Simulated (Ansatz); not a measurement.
Born–Oppenheimer molecular dynamics of ClH₃Si (5 atoms, charge 0, multiplicity 1). It starts from a relaxed structure.

Computed with Ansatz, RKS r2SCAN-D4/def2-SVP.

| Item | Value |
| --- | --- |
| ensemble | NVT, Nosé–Hoover chain |
| time step | 0.25 fs |
| steps asked | 300 |
| set temperature | 1500 K |
| thermostat | time constant 300 fs, chain length 3 |
| temperature schedule | 75 steps to 1500 K, then 225 steps to 3000 K |
| seed | 601721 |

Frames 0.25 fs apart, positions in Å.

Velocities at 5.0 fs (Å/ps):

```
Si 3.32 -0.23 2.10
H -40.19 8.78 -4.59
Cl -0.14 -0.55 -0.82
H -48.28 2.27 -5.57
H 0.74 14.85 -19.24
```

```xyz
5
Properties=species:S:1:pos:R:3 time_fs=5.0 energy_less_start_eV=0.314 T=692
Si 0.027 0.005 0.005
H -0.238 0.071 1.502
Cl 1.961 -0.003 -0.698
H -0.864 1.034 -0.448
H -0.727 -1.137 -0.640
5
Properties=species:S:1:pos:R:3 time_fs=5.2 energy_less_start_eV=0.322 T=671
Si 0.028 0.005 0.006
H -0.248 0.073 1.501
Cl 1.961 -0.003 -0.698
H -0.876 1.035 -0.449
H -0.726 -1.133 -0.645
5
Properties=species:S:1:pos:R:3 time_fs=5.5 energy_less_start_eV=0.330 T=649
Si 0.029 0.005 0.006
H -0.257 0.075 1.499
Cl 1.961 -0.004 -0.698
H -0.888 1.037 -0.451
H -0.725 -1.130 -0.649
5
Properties=species:S:1:pos:R:3 time_fs=5.8 energy_less_start_eV=0.340 T=624
Si 0.030 0.005 0.007
H -0.266 0.077 1.498
Cl 1.961 -0.004 -0.698
H -0.900 1.039 -0.454
H -0.724 -1.126 -0.653
5
Properties=species:S:1:pos:R:3 time_fs=6.0 energy_less_start_eV=0.350 T=598
Si 0.030 0.005 0.007
H -0.275 0.078 1.496
Cl 1.961 -0.004 -0.698
H -0.911 1.042 -0.456
H -0.723 -1.123 -0.657
5
Properties=species:S:1:pos:R:3 time_fs=6.2 energy_less_start_eV=0.362 T=568
Si 0.031 0.005 0.008
H -0.283 0.080 1.493
Cl 1.961 -0.004 -0.699
H -0.923 1.046 -0.459
H -0.722 -1.120 -0.661
5
Properties=species:S:1:pos:R:3 time_fs=6.5 energy_less_start_eV=0.374 T=536
Si 0.032 0.005 0.009
H -0.290 0.081 1.491
Cl 1.961 -0.004 -0.699
H -0.934 1.050 -0.462
H -0.720 -1.117 -0.664
5
Properties=species:S:1:pos:R:3 time_fs=6.8 energy_less_start_eV=0.387 T=502
Si 0.032 0.004 0.009
H -0.297 0.082 1.488
Cl 1.961 -0.004 -0.699
H -0.945 1.054 -0.465
H -0.717 -1.114 -0.667
5
Properties=species:S:1:pos:R:3 time_fs=7.0 energy_less_start_eV=0.401 T=466
Si 0.033 0.004 0.010
H -0.303 0.082 1.486
Cl 1.961 -0.004 -0.699
H -0.955 1.058 -0.468
H -0.715 -1.111 -0.670
5
Properties=species:S:1:pos:R:3 time_fs=7.2 energy_less_start_eV=0.416 T=428
Si 0.034 0.004 0.010
H -0.309 0.083 1.483
Cl 1.961 -0.004 -0.699
H -0.965 1.063 -0.471
H -0.712 -1.109 -0.673
5
Properties=species:S:1:pos:R:3 time_fs=7.5 energy_less_start_eV=0.431 T=390
Si 0.034 0.004 0.011
H -0.315 0.083 1.480
Cl 1.961 -0.004 -0.699
H -0.974 1.068 -0.474
H -0.709 -1.107 -0.675
5
Properties=species:S:1:pos:R:3 time_fs=7.8 energy_less_start_eV=0.446 T=352
Si 0.034 0.004 0.011
H -0.320 0.083 1.477
Cl 1.961 -0.004 -0.700
H -0.982 1.073 -0.478
H -0.705 -1.104 -0.677
```

Of the whole run (75 fs, mean temperature of the second half 746 K): The conserved energy stayed within 0.12 meV per atom of its start (net change 0.015 meV per atom), so the integration is sound. The schedule's set-point averaged 2500 K over the second half and the system 746 K, so it lags behind the ramp. A run of 0.075 ps of so small a system gives no equilibrium averages.

Time of the run: 9.9 min on 1 thread of Arm Neoverse V1, with other jobs on the host, peak memory 0.11 GiB.
